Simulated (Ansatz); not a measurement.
in.yaml

```yaml
crystal:
  periodic: [false, false, false]
  atoms:
    - {symbol: Ge, position_ang: [-0.000001, -0.318403, 2.736058]}
    - {symbol: Si, position_ang: [0.000005, -0.293052, 0.441608]}
    - {symbol: P, position_ang: [-0.000002, -0.410479, -1.633446]}
    - {symbol: H, position_ang: [-0.000003, 1.021934, -1.544221]}
basis:
  gaussian: {orbitals: cc-pVDZ}
correlation: {active_space: {window: {electrons: 2, orbitals: 2}, states: [{multiplicity: 1, irrep: E1u, weights: [1]}]}}
accuracy: high
```

```sh
$ ansatz run in.yaml --threads 1 --pin off --events-out ev --progress --plain --max-ram 2393MiB
```

(1) One thing in this input was set wrong on purpose, beside settings that are merely unusual. What is the gravest fault, and what does the program do?

Answers

(1) Irrep not in the group. How the run ends: stopped by an error.
```
1366 factors; integrals over basis functions are off by at most 4.6e-9 eV
mean field evaluation 1: about -73619.1132 eV, gradient 1.2e1 eV
mean field evaluation 2: about -73619.1386 eV, gradient 1.2e1 eV
mean field evaluation 4: about -73620.1072 eV, gradient 2.3e0 eV
mean field evaluation 8: about -73620.1570 eV, gradient 2.0e-1 eV
mean field evaluation 16: about -73620.1575 eV, gradient 9.3e-8 eV
mean field evaluation 32: about -73619.1567 eV, gradient 4.5e-1 eV
mean field -73620.15748709 eV, -2705.4908861156 hartree, gradient 9.3e-8 eV, S^2 0.000000; 5 other end points of the search recorded, 0 dependent functions left out
reference -73620.15748709 eV, -2705.4908861156 hartree; 31, 31 occupied and 37, 37 virtual orbitals, 1366 factors
Error: the irrep E1u is not accepted for these orbitals, which take A, or 1 to 1
```
